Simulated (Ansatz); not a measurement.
Ansatz (an electronic-structure program) input (CCSD(T)/cc-pwCVTZ):
A basis named .json is the Basis Set Exchange file of that set.

Ansatz 0.2 input:
```yaml
crystal:
  periodic: [false, false, false]
  atoms:
    - {symbol: N, position_ang: [-0.00000000, -0.00000000, -0.61062678]}
    - {symbol: O, position_ang: [0.00000000, 0.00000000, 0.53429844]}
basis:
  gaussian:
    orbitals: cc-pwCVTZ.json
magnetization: {spin_polarized: true, initial_magnetization: 1}
correlation: {method: ccsd_t, electrons: outside_noble_gas}
```

Output:

```
Functional definition: HF
integrals: 0.11 GiB planned
522 factors; integrals over basis functions are off by at most 1.1e-3 eV
mean field: 0.14 GiB planned
mean field evaluation 1: about -3517.6633 eV, gradient 1.3e1 eV
mean field evaluation 2: about -3517.6717 eV, gradient 1.3e1 eV
mean field evaluation 4: about -3518.3250 eV, gradient 3.0e0 eV
mean field evaluation 8: about -3518.3676 eV, gradient 2.4e-1 eV
mean field evaluation 16: about -3518.3780 eV, gradient 2.1e-6 eV
mean field evaluation 32: about -3518.3780 eV, gradient 1.7e-2 eV
mean field evaluation 64: about -3518.3681 eV, gradient 5.9e-1 eV
mean field evaluation 96: about -3518.3779 eV, gradient 5.2e-2 eV
mean field -3518.37796653 eV, -129.2980054279 hartree, gradient 2.1e-6 eV, S^2 0.784067; 5 other end points of the search recorded, 0 dependent functions left out
2 core orbitals not correlated
reference -3518.37796653 eV, -129.2980054279 hartree; 6, 5 occupied and 78, 79 virtual orbitals, 522 factors
second order -11.00627265 eV of doubles, -0.00000000 eV of singles
coupled cluster: 0.33 GiB planned
cycle   1  -10.61401476 eV  change    3.9e-1 eV  update   9.4e-2
cycle   2  -11.01587711 eV  change   -4.0e-1 eV  update   3.2e-2
cycle   3  -11.11781077 eV  change   -1.0e-1 eV  update   1.9e-2
cycle   4  -11.11187742 eV  change    5.9e-3 eV  update   7.7e-3
cycle   5  -11.11467048 eV  change   -2.8e-3 eV  update   4.2e-3
cycle   6  -11.11531693 eV  change   -6.5e-4 eV  update   1.4e-3
cycle   7  -11.11558394 eV  change   -2.7e-4 eV  update   4.0e-4
cycle   8  -11.11563175 eV  change   -4.8e-5 eV  update   1.3e-4
cycle   9  -11.11557924 eV  change    5.3e-5 eV  update   4.8e-5
cycle  10  -11.11560548 eV  change   -2.6e-5 eV  update   2.1e-5
cycle  11  -11.11562002 eV  change   -1.5e-5 eV  update   8.5e-6
cycle  12  -11.11561242 eV  change    7.6e-6 eV  update   2.8e-6
coupled cluster: 0.33 GiB planned
perturbative correction -0.51630506 eV, -0.0189738609 hartree
Total energy: -3530.00988401 eV, -129.7254705109 hartree
```
